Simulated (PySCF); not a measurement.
PySCF input (HF/def2-TZVPD):

```python
from pyscf import gto, scf, dft

mol = gto.M(
    atom='''
    C     0.00010828   -0.00148279   -0.32151983
    C    -0.00039060    0.00534905    1.15985624
    F    -0.00863346    1.24906228   -0.79005262
    F     1.08957641   -0.62224940   -0.78105262
    F    -1.08015060   -0.63766366   -0.78171222
    N    -0.00077674    0.01063706    2.30647695
    ''',
    basis='def2-tzvpd',
    charge=0,
    spin=0,
    verbose=4,
)

mf = scf.RHF(mol).density_fit(auxbasis='def2-universal-jkfit')
mf.conv_tol = 1e-9
mf.max_cycle = 100
mf.max_memory = 1500
mf.kernel()
if not mf.converged:
    mf = mf.newton()
    mf.kernel(mf.make_rdm1())
mf.analyze()
```

End of the output:

```
Extra cycle  E= -428.661982258004  delta_E= -2.43e-11  |g|= 3.11e-06  |ddm|= 2.14e-05
converged SCF energy = -428.661982258004
**** SCF Summaries ****
Total Energy =                        -428.661982258004173
Nuclear Repulsion Energy =             231.212174876605332
One-electron Energy =                -1052.024354418006851
Two-electron Energy =                  392.150197283397404
Two-electron Coulomb Energy =          439.331021359772251
DFT Exchange-Correlation Energy =      -47.180824076374847
HOMO-LUMO gap [eV] =                    16.135442250479485
**** MO energy ****
MO #1   energy= -26.3850593833836  occ= 2
MO #2   energy= -26.3850593818911  occ= 2
MO #3   energy= -26.3850288777781  occ= 2
MO #4   energy= -15.6375607856645  occ= 2
MO #5   energy= -11.5873649652747  occ= 2
MO #6   energy= -11.3261153183446  occ= 2
MO #7   energy= -1.7793411369823   occ= 2
MO #8   energy= -1.68291537945821  occ= 2
MO #9   energy= -1.68291537694673  occ= 2
MO #10  energy= -1.27915978809602  occ= 2
MO #11  energy= -1.06654585025418  occ= 2
MO #12  energy= -0.918652682596182 occ= 2
MO #13  energy= -0.873479051756602 occ= 2
MO #14  energy= -0.873479051120201 occ= 2
MO #15  energy= -0.755658603508723 occ= 2
MO #16  energy= -0.755658602901791 occ= 2
MO #17  energy= -0.71114150253697  occ= 2
MO #18  energy= -0.711141501416588 occ= 2
MO #19  energy= -0.694872253868755 occ= 2
MO #20  energy= -0.694508999634032 occ= 2
MO #21  energy= -0.611046577467505 occ= 2
MO #22  energy= -0.532637872708317 occ= 2
MO #23  energy= -0.532637872625097 occ= 2
MO #24  energy= 0.0603286980089806 occ= 0
MO #25  energy= 0.0911683617192854 occ= 0
MO #26  energy= 0.0911683617925819 occ= 0
MO #27  energy= 0.0938597374906867 occ= 0
MO #28  energy= 0.131628098274886  occ= 0
MO #29  energy= 0.131628098408157  occ= 0
MO #30  energy= 0.144355584642524  occ= 0
MO #31  energy= 0.144355584832266  occ= 0
MO #32  energy= 0.152611960609537  occ= 0
MO #33  energy= 0.164415961568295  occ= 0
MO #34  energy= 0.164415961802862  occ= 0
MO #35  energy= 0.190897377526207  occ= 0
MO #36  energy= 0.226470799776194  occ= 0
MO #37  energy= 0.227094061396585  occ= 0
MO #38  energy= 0.263219361059337  occ= 0
MO #39  energy= 0.26321936112514   occ= 0
MO #40  energy= 0.267909296494087  occ= 0
MO #41  energy= 0.302756388775769  occ= 0
MO #42  energy= 0.302756388979196  occ= 0
MO #43  energy= 0.302772039486719  occ= 0
MO #44  energy= 0.344521607393713  occ= 0
MO #45  energy= 0.344521607621297  occ= 0
MO #46  energy= 0.359739846323842  occ= 0
MO #47  energy= 0.413209672179773  occ= 0
MO #48  energy= 0.413209674332472  occ= 0
MO #49  energy= 0.418924368325938  occ= 0
MO #50  energy= 0.445861865044261  occ= 0
MO #51  energy= 0.445861866296028  occ= 0
MO #52  energy= 0.450367859026705  occ= 0
MO #53  energy= 0.450367859325576  occ= 0
MO #54  energy= 0.451743538560677  occ= 0
MO #55  energy= 0.454465756786019  occ= 0
MO #56  energy= 0.52331233025102   occ= 0
MO #57  energy= 0.550994033924308  occ= 0
MO #58  energy= 0.550994034417186  occ= 0
MO #59  energy= 0.574745631271403  occ= 0
MO #60  energy= 0.57474563163794   occ= 0
MO #61  energy= 0.619979803730867  occ= 0
MO #62  energy= 0.619979804015617  occ= 0
MO #63  energy= 0.622781962231302  occ= 0
MO #64  energy= 0.639435513243668  occ= 0
MO #65  energy= 0.677486147944158  occ= 0
MO #66  energy= 0.677486149092357  occ= 0
MO #67  energy= 0.711869805355837  occ= 0
MO #68  energy= 0.711869805520061  occ= 0
MO #69  energy= 0.724563703926907  occ= 0
MO #70  energy= 0.740388059645391  occ= 0
MO #71  energy= 0.750869637642124  occ= 0
MO #72  energy= 0.761455385732822  occ= 0
MO #73  energy= 0.774918143872729  occ= 0
MO #74  energy= 0.774918144882901  occ= 0
MO #75  energy= 0.822139553005815  occ= 0
MO #76  energy= 0.822139553683675  occ= 0
MO #77  energy= 0.834444076042713  occ= 0
MO #78  energy= 0.840179968555378  occ= 0
MO #79  energy= 0.84017996874314   occ= 0
MO #80  energy= 0.897601761554228  occ= 0
MO #81  energy= 0.928492238192772  occ= 0
MO #82  energy= 0.928492238618811  occ= 0
MO #83  energy= 0.949429757046071  occ= 0
MO #84  energy= 0.949429757203314  occ= 0
MO #85  energy= 1.02262977054197   occ= 0
MO #86  energy= 1.04950235470394   occ= 0
MO #87  energy= 1.04950235624194   occ= 0
MO #88  energy= 1.05982320875143   occ= 0
MO #89  energy= 1.09730784885158   occ= 0
MO #90  energy= 1.09730784961455   occ= 0
MO #91  energy= 1.13615607964871   occ= 0
MO #92  energy= 1.13615608065391   occ= 0
MO #93  energy= 1.14512219074504   occ= 0
MO #94  energy= 1.20307100601833   occ= 0
MO #95  energy= 1.34257709915726   occ= 0
MO #96  energy= 1.34257709925633   occ= 0
MO #97  energy= 1.35009873733664   occ= 0
MO #98  energy= 1.36959960917541   occ= 0
MO #99  energy= 1.39797718158849   occ= 0
MO #100 energy= 1.39797718230873   occ= 0
MO #101 energy= 1.46032629453721   occ= 0
MO #102 energy= 1.48414149158347   occ= 0
MO #103 energy= 1.48414149265227   occ= 0
MO #104 energy= 1.53465464853358   occ= 0
MO #105 energy= 1.53465465004269   occ= 0
MO #106 energy= 1.54245205048382   occ= 0
MO #107 energy= 1.63059588967365   occ= 0
[...]
```
